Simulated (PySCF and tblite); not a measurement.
Values are calculated unless marked as measured or tabulated.
Molecule: C3H7N, numbered as in [CH2:1]1[CH2:2][NH:3][CH2:4]1. The mean out-of-plane torsion at N3 (0° is planar) is held and the rest relaxed at GFN2-xTB.

```bash
OMP_NUM_THREADS=1 python ens_run.py task.json out
```

```json
{"job": {"smiles": "C1CNC1", "charge": 0, "mult": 1, "motion": "pyramidal angle", "atoms": [2], "drives": [{"terms": [["t", [8, 1, 3, 2], 0.3333333333333333], ["t", [1, 3, 8, 2], 0.3333333333333333], ["t", [3, 8, 1, 2], 0.3333333333333333]], "values": [-1.3, -1, -0.7, -0.35, 0, 0.35, 0.7, 1, 1.3], "scaled": true}], "study": "scan", "seed": 495, "jobs": [{"kind": "nmr", "xc": "PBE0", "basis": "pcSseg-1", "solvent": "acetone", "every": 1}, {"kind": "j", "xc": "B3LYP", "basis": {"default": "6-31G*", "H": "pcJ-1", "N": "pcJ-1", "C": "pcJ-1"}, "nuclei": ["H", "N", "C"], "every": 1}], "xc": "PBE0", "basis": "pcSseg-1", "kind": "scan"}, "charge": 0, "multiplicity": 1}
```

```
coordinate    xTB      DFT (kcal/mol)
   -46.20    2.088    1.554
   -37.40    0.004    0.000
   -27.50    1.415    2.127
   -14.10    4.315    5.374
    0.00    5.605    6.763
    14.10    4.317    5.333
    27.50    1.422    2.216
    37.40    0.000    0.092
    46.20    2.099    1.550
```

(1) How long did the task, with 18 DFT runs on 11 atoms, take on 1 thread of Arm Neoverse V1, on a host shared with other jobs (rough)?

## Answers

(1) About 3.2 min; peak memory 0.83 GiB. Times from shared hosts are rough.
